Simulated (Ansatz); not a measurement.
α-quartz (SiO2) was calculated with PBE-D4 in Ansatz (PAW).

Output (set-up and result lines):

```
Relaxation: its limit of steps is 80 (relax.max_steps)
Crystal: 9 atoms, lattice volume = 111.223 Å³
Basis set: ecut = 520 eV, 2979 PW (Γ), exchange–correlation on 80×80×90 points (8 copies of the dense FFT grid, shifted against one another)
Bands: 33, of which v1, the nominal top of the filled ones, is band 24 counted from 1 (23 counted from 0)
Symmetry: 6 space group operations
Space group: P3221 (ITA 154), of the structure as read, at distance tolerance 4.8e-5 Å
k-points: 100 of 864 (time reversal used)
Functional: x = pbe(κ = 0.804, μ = 0.2195149727645171), c = pbe(β = 0.06672455060314922)
SCF iter   1: F=—  HF=-5323.724161 eV  |F-HF|=—  |Δ(HF+E_count)|=         —  Δρ=1.47e-3  dr2=7.15e-4
SCF iter   2: F=—  HF=-5323.727314 eV  |F-HF|=—  |Δ(HF+E_count)|=   3.15e-3  Δρ=7.79e-4  dr2=1.88e-4
  ...
SCF 1 converged in 6 iterations: F = -5323.727891 eV  dr2 = 1.73e-8
Crystal: 9 atoms, lattice volume = 111.223 Å³
Initial density: handed on by an earlier stage of this run
SCF 2 converged in 5 iterations: F = -5323.735539 eV  dr2 = 6.12e-8
  ...
Crystal: 9 atoms, lattice volume = 111.223 Å³
SCF 5 converged in 5 iterations: F = -5323.749440 eV  dr2 = 1.12e-8
Crystal: 9 atoms, lattice volume = 111.223 Å³
SCF 6 converged in 5 iterations: F = -5323.749443 eV  dr2 = 1.49e-10
Crystal: 9 atoms, lattice volume = 111.223 Å³
SCF iter   4: F=—  HF=-5323.749443 eV  |F-HF|=—  |Δ(HF+E_count)|=   8.62e-8  Δρ=4.41e-7  dr2=1.26e-10
SCF iter   5: F=-5323.749443 eV  HF=-5323.749443 eV  |F-HF|=7.28e-12  |Δ(HF+E_count)|=  3.89e-10  Δρ=9.69e-8  dr2=5.89e-12
SCF 7 converged in 5 iterations: F = -5323.749443 eV  dr2 = 5.89e-12
SCF converged after 5 iterations
Free energy (F): -5323.749443 eV
Internal energy: -5323.749443 eV  (E = F + TS)
E sigma→0 (E₀):  -5323.749443 eV
Fermi energy:    5.676752 eV
--- Forces (eV/Å), atoms counted from 1 ---
  atom   1  Si    -0.00001616    -0.00002798    -0.00000000
  atom   2  Si     0.00003231     0.00000000    -0.00000000
  atom   3  Si    -0.00001616     0.00002798     0.00000000
  atom   4  O      0.00000509    -0.00001681    -0.00005790
  atom   5  O      0.00001201     0.00001281    -0.00005790
  atom   6  O     -0.00001710    -0.00000400     0.00005790
  atom   7  O      0.00001201    -0.00001281     0.00005790
  atom   8  O      0.00000509     0.00001681     0.00005790
  atom   9  O     -0.00001710     0.00000400    -0.00005790
--- Stress (GPa, compression-positive) ---
        0.736332       0.000000       0.000000
        0.000000       0.736332      -0.000000
        0.000000      -0.000000       0.737945
  P = ⅓ Tr σ = 0.7369 GPa (7.369 kbar)
```

Question: Write an input file that could have produced this run (the log leaves some choices open).

Answer: This is not unique; one that fits is 
Ansatz 0.2 input:
```yaml
crystal:
  lattice:
    - [2.4412634354, -4.2283923048, 0.0]
    - [2.4412634354, 4.2283923048, 0.0]
    - [0.0, 0.0, 5.3873571205]
  atoms:
    - { symbol: Si, position: [0.0, 0.4660441145, 0.3333333333] }
    - { symbol: Si, position: [0.5339558855, 0.5339558855, 0.0] }
    - { symbol: Si, position: [0.4660441145, 0.0, 0.6666666667] }
    - { symbol: O, position: [0.2738705887, 0.4101747161, 0.2200190809] }
    - { symbol: O, position: [0.5898252839, 0.8636958727, 0.8866857476] }
    - { symbol: O, position: [0.7261294113, 0.1363041273, 0.4466475858] }
    - { symbol: O, position: [0.8636958727, 0.5898252839, 0.1133142524] }
    - { symbol: O, position: [0.4101747161, 0.2738705887, 0.7799809191] }
    - { symbol: O, position: [0.1363041273, 0.7261294113, 0.5533524142] }
basis:
  ecutwfc: 520
  ecutrho_ratio: 4
  xc_grid: 2
kpoints:
  mp_grid: { grid: [12, 12, 6] }
hamiltonian:
  xc: pbe
  dispersion: d4
  pseudopotentials: { kind: paw }
scf:
  occupations: { method: fermi_dirac, width: 0.01 }
output:
  forces: true
  stress: true
  eigenvalues: true
relax:
  f_tol: 0.004
  escape_saddle: false
  max_steps: 80
  cell: { stress_tol: 0.02, fix: [volume] }
```

The cell is one volume of an energy–volume scan, off the minimum.

Ansatz is a first-principles code.
